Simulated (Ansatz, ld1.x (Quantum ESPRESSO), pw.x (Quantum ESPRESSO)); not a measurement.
**Equation-of-state test of one PAW potential (Mn (Z = 25))**

| Item | Value |
| --- | --- |
| Element | manganese (Mn) |
| Generator | ld1.x (Quantum ESPRESSO) 7.5 |
| Type | PAW |
| Functional | PBEsol |
| Relativity | scalar-relativistic |
| Frozen core | [Ar] |
| Valence charge | 7 |
| Reference configuration | 3d5 4s2 4p0 |
| Partial waves | 4s (bound): rcut 2.25, rcutus 2.40 bohr; 4s channel at 1.1 Ry: rcut 2.25, rcutus 2.40 bohr; 4p (bound, empty): rcut 2.50, rcutus 3.05 bohr; 4p channel at 0.4 Ry: rcut 2.50, rcutus 3.05 bohr; 3d (bound): rcut 1.20, rcutus 1.35 bohr; 3d channel at 0.5 Ry: rcut 1.20, rcutus 1.35 bohr |
| Local potential | all-electron potential smoothed inside 1.75 bohr (lloc = -1) |
| Core correction | none |
| Augmentation charge | BESSEL, radius 1.35 bohr |

Atomic tests: cutoffs needed: 55 Ry and 90 Ry (the cutoffs (Ry, on a coarse ladder) from which the occupation-weighted sum of valence levels, in a spherical-Bessel basis at the reference potential, stays within 10 and 1 mRy of its value at 400 Ry); ghost test: no extra level below or beside the all-electron valence levels (s, p, d, f tested) (spherical-Bessel basis up to 400 Ry, 20 bohr box); configuration tests: 1 of 7 tests not solved or not reliable.

Crystal test: diamond Mn in pw.x 7.5, no spin, 9³ k-points, Fermi–Dirac smearing 0.01 Ry, cutoffs 110/880 Ry. The reference is all-electron LAPW (Ansatz 0.2.0) with the same functional, mesh and smearing; V0 and B0 come from Birch–Murnaghan fits to the pressures at five volumes. Errors are pseudo minus all-electron; Δ is the rms difference of the E(V) curves that follow from these fits, minima aligned, over ±6 % about the mean V0. Mesh and smearing are coarse, so the numbers serve the comparison and aren't converged zero-temperature values; the lattice is a test structure that the element need not adopt. Spin polarisation and strong correlation are left out, which matters for this element.

```csv
V (Å³/atom),P all-electron (GPa),P pseudo (GPa)
13.762,10.13,8.90
14.124,5.18,4.02
14.486,0.82,-0.28
14.848,-3.01,-4.08
15.210,-6.38,-7.42
```

All-electron: a0 = 4.884 Å (V0 = 14.56 Å³/atom), B0 = 159.8 GPa.

Pseudopotential: mean pressure error (GPa): -1.12; a0 (Å): 4.873; a0 error (%): -0.23; B0 error (%): +1.8; Δ (meV/atom): 3.5. The largest radius (3.05 bohr) exceeds half the bond length (1.99 bohr), so the spheres overlap, which is one possible source of error among others. Atomic configuration tests: 1 of 7 tests not solved or not reliable.

Problem. At the middle volume, how do free energy and pressure move when the wave cutoff is lowered (ecutrho held at 880 Ry)?

Solution.

```tsv
cutoff (Ry)	shift of F (meV/atom)	shift of P (GPa)
50	+358.2	-30.15
66	+30.9	-0.34
88	+9.8	-0.81
```

The run at the middle volume (35 k-points, 11 iterations) took about 51 s on one core of a shared host (Neoverse-V2, 96 threads, 742 GiB, load 60).
